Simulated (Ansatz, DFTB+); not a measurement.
## bcc W, elastic constant C11

Reference value: 533 GPa (measured, 0 K, extrapolated to 0 K; zero-point effects included; as tabulated in Wang et al. (2022), arXiv:2209.12322).

**Question.** Put these levels in order of the elastic constant C11 that they give for bcc W, smallest first: GFN1-xTB as cut by DFTB+, HSE06 (Ansatz, a program for electronic structure), PBE-D3(BJ) (Ansatz), revPBE (Ansatz).

**Answer.** GFN1-xTB as cut by DFTB+ (433 GPa), revPBE (503 GPa), PBE-D3(BJ) (544 GPa), HSE06 (575 GPa)

Unless a cell is named, each level is at its own relaxed cell (GFN1-xTB as cut by DFTB+ 17.16, revPBE 16.28, PBE-D3(BJ) 15.77, HSE06 15.82 Å³/atom).

Differences against the reference: GFN1-xTB as cut by DFTB+ -18.8 %, revPBE -5.6 %, PBE-D3(BJ) +2.1 %, HSE06 +7.9 %.

The measured value isn't corrected to a static lattice, so vibrations enter the comparison.  Density-functional levels without +SOC have no spin–orbit coupling. HSE06: hybrids on metals are sensitive to the k mesh. HSE06, revPBE, PBE-D3(BJ): shear constants of such metals converge slowly with the k mesh. HSE06: the run warned that the count of filled bands differs between k points. GFN1-xTB as cut by DFTB+: the method was fitted mainly to molecules. GFN1-xTB as cut by DFTB+: codes differ in how they cut the long-range tail of xTB's charge interaction in a crystal, so the value belongs to this code. PBE-D3(BJ): the dispersion coefficients are held fixed in the derivatives. Each level is taken at its own relaxed cell. K meshes differ between the levels. Ansatz's density-functional and Hartree–Fock values are scalar-relativistic unless marked +SOC, with PAW data made under PBE.

Differences are worked out from the printed values.
